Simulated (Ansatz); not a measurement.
**CCSD(T)/aug-cc-pVTZ run of SiH2 (SMILES [SiH2])**

What is the vertical electron affinity of SiH2 at CCSD(T)/aug-cc-pVTZ? 

The calculation is run with Ansatz 0.2.0.

32 further runs of the same task are left out: 32 set aside as unsound or not needed.

## Step 1: Starting point

SiH2 has 3 atoms, charge 0, and is taken as a singlet. SMILES: `[SiH2]`. The shape is that of a PBE0-D4/def2-TZVP optimisation.

Bond lengths: Si1–H2 1.525 Å, Si1–H3 1.525 Å. Angles: H2–Si1–H3 91.2°.

## Step 2: The energy at CCSD(T)/aug-cc-pVTZ

The input, job.yaml:

```yaml
crystal:
  periodic: [false, false, false]
  atoms:
    - {symbol: Si, position_ang: [-0.491200, 0.468600, -0.213600]}
    - {symbol: H, position_ang: [0.840300, 0.578600, 0.522500]}
    - {symbol: H, position_ang: [-0.349100, -1.047200, -0.308900]}
basis:
  gaussian: {orbitals: aug-cc-pVTZ}
correlation: {method: ccsd_t, frozen_orbitals: {H: 0, Si: 5}}
accuracy: high
scf: {omitted_lower_state_checks: [cluster_reference, increment]}
```

Started as:

```sh
$ ansatz run job.yaml --threads 1 --pin off --max-ram 3480MiB --events-out events.jsonl --progress --plain --runs-dir runs
```

What it wrote, shortened:

```text
Warning: RAYON_NUM_THREADS=1 ignored (pool sized by the plan → 1); use --threads N
Functional definition: HF
  name "HF"
[...]
1418 factors; integrals over basis functions are off by at most 3.9e-9 eV
[...]
mean field -7892.13093877 eV, -290.0304625214 hartree, gradient 1.3e-8 eV, S^2 0.000000; 0 other end points of the search recorded, 0 dependent functions left out; unrestricted orbitals would lower it
5 core orbitals not correlated: weight in the atoms' cores, before any rotation towards them, 1.000 or more for the frozen orbitals, at most 0.000 for the correlated occupied ones
reference -7892.13093877 eV, -290.0304625214 hartree; 3, 3 occupied and 88, 88 virtual orbitals, 1418 factors
second order -3.03230540 eV of doubles, -0.00000000 eV of singles
cycle   1  -3.52698414 eV  change   -4.9e-1 eV  update   6.3e-2
[...]
cycle  23  -3.76717426 eV  change  -2.8e-10 eV  update  4.6e-10
perturbative correction -0.10686866 eV, -0.0039273506 hartree
Total energy: -7896.00498169 eV, -290.1728309726 hartree
Checks for a lower state left out: cluster_reference, increment
```

It took 4.8 s on 1 thread of Arm Neoverse V1, shared host; peak memory 0.47 GiB.

## Step 3: The doublet anion at the same level

The input, input.yaml:

```yaml
crystal:
  periodic: [false, false, false]
  atoms:
    - symbol: Si
      position_ang: [-0.491200, 0.468600, -0.213600]
    - symbol: H
      position_ang: [0.840300, 0.578600, 0.522500]
    - symbol: H
      position_ang: [-0.349100, -1.047200, -0.308900]
basis:
  gaussian:
    orbitals: aug-cc-pVTZ
total_charge: -1
magnetization:
  spin_polarized: true
  initial_magnetization: 1
correlation:
  method: ccsd_t
  frozen_orbitals: {H: 0, Si: 5}
accuracy: high
scf:
  omitted_lower_state_checks: [cluster_reference, increment]
```

Started as:

```sh
$ ansatz run input.yaml --threads 1 --pin off --max-ram 3480MiB --events-out events.jsonl --progress --plain --runs-dir runs
```

What it wrote, shortened:

```text
Warning: RAYON_NUM_THREADS=1 ignored (pool sized by the plan → 1); use --threads N
[... 2 set-up lines as earlier in the session ...]
[...]
1418 factors; integrals over basis functions are off by at most 3.9e-9 eV
[...]
mean field -7892.71853018 eV, -290.0520561073 hartree, gradient 1.4e-8 eV, S^2 0.775425; 4 other end points of the search recorded, 0 dependent functions left out
5 core orbitals not correlated: weight in the atoms' cores, before any rotation towards them, 1.000 or more for the frozen orbitals, at most 0.000 for the correlated occupied ones
reference -7892.71853018 eV, -290.0520561073 hartree; 4, 3 occupied and 87, 88 virtual orbitals, 1418 factors
second order -3.46435030 eV of doubles, -0.00000000 eV of singles
cycle   1  -3.94920224 eV  change   -4.8e-1 eV  update   6.3e-2
[...]
cycle  24  -4.15802205 eV  change  -7.8e-11 eV  update  3.6e-10
perturbative correction -0.16223416 eV, -0.0059619952 hartree
Total energy: -7897.03878638 eV, -290.2108225943 hartree
Checks for a lower state left out: cluster_reference, increment
```

It took 19 s on 1 thread of Arm Neoverse V1, shared host; peak memory 0.79 GiB.

## Step 4: Results

At CCSD(T)/aug-cc-pVTZ, 5 core orbitals frozen:

| quantity | value |
| --- | --- |
| singlet SiH2: total energy | -290.17283 Eh |
| singlet SiH2: correlation energy (5 core orbitals frozen) | -142.4 mEh |
| singlet SiH2: (T) correction | -3.93 mEh |
| singlet SiH2: T1 diagnostic | 0.014 |
| doublet anion: total energy | -290.21082 Eh |
| doublet anion: correlation energy (5 core orbitals frozen) | -158.8 mEh |
| doublet anion: (T) correction | -5.96 mEh |
| doublet anion: ⟨S²⟩ of the reference determinant | 0.775 |
| doublet anion: T1 diagnostic | 0.021 |
| vertical electron affinity (to the doublet anion) | 1.034 eV |

At fixed nuclei the extra electron is bound by 1.03 eV (24 kcal/mol). The restricted solution (singlet SiH2) is unstable to spin breaking: an unrestricted one lies lower. The triples (singlet SiH2) make up 2.8 % of the correlation energy. The triples (doublet anion) make up 3.8 % of the correlation energy.
